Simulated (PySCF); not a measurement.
**Gas-phase XPS of `C=CC(=O)C#N`, computed**

Compound: C4H3NO.
Numbering: `[CH2:1]=[CH:2][C:3](=[O:4])[C:5]#[N:6]`

Method used: PySCF 2.14.0, delta-SCF UKS SCAN, pcX-2 on the ionised atom, pcseg-1 elsewhere, spin-free X2C. Binding energies are ΔSCF values: E(core-ionised, relaxed orbitals) − E(ground state) at a fixed geometry, referred to the vacuum level.

Problem. Give the core binding energies atom by atom.

Solution. 
```tsv
atom(s)	bonded to	level	binding energy (eV)	above the level's lowest (eV)	count
C1	C (double bond) and 2 H	C 1s	291.68	0.00	1
C2	C (double bond), C and H	C 1s	291.83	+0.15	1
C3	O (double bond) and 2 C	C 1s	294.93	+3.25	1
O4	C (double bond)	O 1s	538.45	0.00	1
C5	N (triple bond) and C	C 1s	292.84	+1.16	1
N6	C (triple bond)	N 1s	405.98	0.00	1
```

The listed C 1s values span 3.25 eV, from C1 (bonded to C (double bond) and 2 H) to C3 (bonded to O (double bond) and 2 C). Summing the Pauling electronegativity differences to the bonded atoms, each weighted by its formal bond order, gives -0.70 for the lowest site and +1.78 for the highest; no listed site has a larger sum than the highest.

Problem. Which effective nuclear charge Zeff reproduces each element's mean 1s value in the hydrogen-like formula E = 13.606 eV × Zeff²?

Solution. C (Z = 6): mean 292.8 eV, Zeff = 4.64, Z − Zeff = 1.36; N (Z = 7): mean 406.0 eV, Zeff = 5.46, Z − Zeff = 1.54; O (Z = 8): mean 538.4 eV, Zeff = 6.29, Z − Zeff = 1.71. Means run over the listed sites, weighted by atom count.

One conformer (not necessarily the lowest) at the GFN2-xTB geometry, without solvent, vibrations or thermal averaging.

Time: 46 s of wall time. Hardware: Arm Neoverse N1, one thread, shared host.

The values belong to the conformer `[CH2:1]=[CH:2][C:3](=[O:4])[C:5]#[N:6]`: C1–C2–C3–O4 0°.
